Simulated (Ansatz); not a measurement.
Method: B3LYP-D3(BJ)/def2-SVP run with Ansatz (an electronic-structure program). No frequencies were computed at this level.

Ansatz 0.2 input:
```yaml
crystal:
  periodic: [false, false, false]
  atoms:
    - { symbol: C, position_ang: [-0.361481, -0.025402, 0.023754] }
    - { symbol: O, position_ang: [0.966104, 0.032091, 0.48369] }
    - { symbol: H, position_ang: [-0.644195, 0.886668, -0.513187] }
    - { symbol: H, position_ang: [-0.527039, -0.889186, -0.629369] }
    - { symbol: H, position_ang: [-0.990879, -0.124652, 0.90612] }
    - { symbol: H, position_ang: [1.55749, 0.120481, -0.271009] }
basis:
  gaussian: { orbitals: def2-svp }
hamiltonian:
  xc: b3lyp
  dispersion: d3bj
relax:
  max_steps: 150
```

Output:

```
Functional definition: B3LYP
525 factors; integrals over basis functions are off by at most 2.2e-4 eV
mean field evaluation 1: about -3142.3983 eV, gradient 4.5e1 eV
mean field evaluation 2: about -3139.8530 eV, gradient 5.9e1 eV
mean field evaluation 4: about -3146.4801 eV, gradient 1.9e0 eV
mean field evaluation 8: about -3146.4873 eV, gradient 2.1e-2 eV
mean field -3146.48725554 eV, -115.6312738753 hartree, gradient 6.1e-5 eV, S^2 0.000000; 0 other end points of the search recorded, 0 dependent functions left out
reference -3146.48740820 eV, -115.6312794856 hartree; 9, 9 occupied and 39, 39 virtual orbitals, 525 factors
relax step   1: F+E_penalty+E_count = -3146.57181945 eV  Δ(F+E_penalty+E_count) = +0.000e0 eV  max|allowed force component| = 7.043e-1 eV/Å  Δτ_max = 0.0000 Å  (23 SCF iters, accepted)
these checks for a lower state are left out or cut short: starts, cluster_reference, orbital_swaps, neighbouring_geometries, increment
525 factors; integrals over basis functions are off by at most 2.3e-4 eV
mean field evaluation 16: about -3146.5024 eV, gradient 1.7e-3 eV
mean field -3146.50239796 eV, -115.6318303490 hartree, gradient 1.5e-5 eV, S^2 0.000000; 0 other end points of the search recorded, 0 dependent functions left out
reference -3146.50255037 eV, -115.6318359499 hartree; 9, 9 occupied and 39, 39 virtual orbitals, 525 factors
relax step   2: F+E_penalty+E_count = -3146.58682258 eV  Δ(F+E_penalty+E_count) = -1.500e-2 eV  max|allowed force component| = 2.985e-1 eV/Å  Δτ_max = 0.0136 Å  (23 SCF iters, accepted)
these checks for a lower state are left out or cut short: starts, cluster_reference, orbital_swaps, neighbouring_geometries, increment
525 factors; integrals over basis functions are off by at most 2.4e-4 eV
mean field -3146.50392016 eV, -115.6318862888 hartree, gradient 1.6e-5 eV, S^2 0.000000; 0 other end points of the search recorded, 0 dependent functions left out
reference -3146.50407239 eV, -115.6318918834 hartree; 9, 9 occupied and 39, 39 virtual orbitals, 525 factors
relax step   3: F+E_penalty+E_count = -3146.58832333 eV  Δ(F+E_penalty+E_count) = -1.501e-3 eV  max|allowed force component| = 6.277e-2 eV/Å  Δτ_max = 0.0050 Å  (23 SCF iters, accepted)
these checks for a lower state are left out or cut short: starts, cluster_reference, orbital_swaps, neighbouring_geometries, increment
525 factors; integrals over basis functions are off by at most 2.4e-4 eV
mean field -3146.50397218 eV, -115.6318882005 hartree, gradient 3.3e-5 eV, S^2 0.000000; 0 other end points of the search recorded, 0 dependent functions left out
reference -3146.50412434 eV, -115.6318937924 hartree; 9, 9 occupied and 39, 39 virtual orbitals, 525 factors
relax step   4: F+E_penalty+E_count = -3146.58838487 eV  Δ(F+E_penalty+E_count) = -6.154e-5 eV  max|allowed force component| = 1.657e-2 eV/Å  Δτ_max = 0.0015 Å  (18 SCF iters, accepted)
these checks for a lower state are left out or cut short: starts, cluster_reference, orbital_swaps, neighbouring_geometries, increment
525 factors; integrals over basis functions are off by at most 2.4e-4 eV
mean field evaluation 32: about -3146.5040 eV, gradient 4.5e-2 eV
mean field -3146.50397592 eV, -115.6318883382 hartree, gradient 2.3e-5 eV, S^2 0.000000; 0 other end points of the search recorded, 0 dependent functions left out
reference -3146.50412805 eV, -115.6318939289 hartree; 9, 9 occupied and 39, 39 virtual orbitals, 525 factors
relax step   5: F+E_penalty+E_count = -3146.58839079 eV  Δ(F+E_penalty+E_count) = -5.922e-6 eV  max|allowed force component| = 3.769e-3 eV/Å  Δτ_max = 0.0004 Å  (17 SCF iters, accepted)
525 factors; integrals over basis functions are off by at most 2.4e-4 eV
mean field -3146.50397592 eV, -115.6318883382 hartree, gradient 2.3e-5 eV, S^2 0.000000; 1 other end points of the search recorded, 0 dependent functions left out
reference -3146.50412805 eV, -115.6318939289 hartree; 9, 9 occupied and 39, 39 virtual orbitals, 525 factors
Total energy: -3146.58854293 eV, -115.6349961182 hartree
Atom 0 at    -0.345324    -0.024524     0.026630 Å, force     0.000121     0.000255    -0.003769 eV/Å
Atom 1 at     0.981294     0.032570     0.491678 Å, force     0.002084     0.000025     0.001724 eV/Å
Atom 2 at    -0.658133     0.890215    -0.517006 Å, force    -0.000566    -0.000241     0.000169 eV/Å
Atom 3 at    -0.540426    -0.894000    -0.633735 Å, force    -0.000591     0.000141     0.000194 eV/Å
Atom 4 at    -1.002108    -0.125293     0.904602 Å, force     0.001695     0.000075     0.000559 eV/Å
Atom 5 at     1.564697     0.121032    -0.272171 Å, force    -0.002744    -0.000255     0.001124 eV/Å
Dipole moment:    -0.062780     0.017520    -0.331099 e Å
```

Cost: very roughly 7 core-seconds.
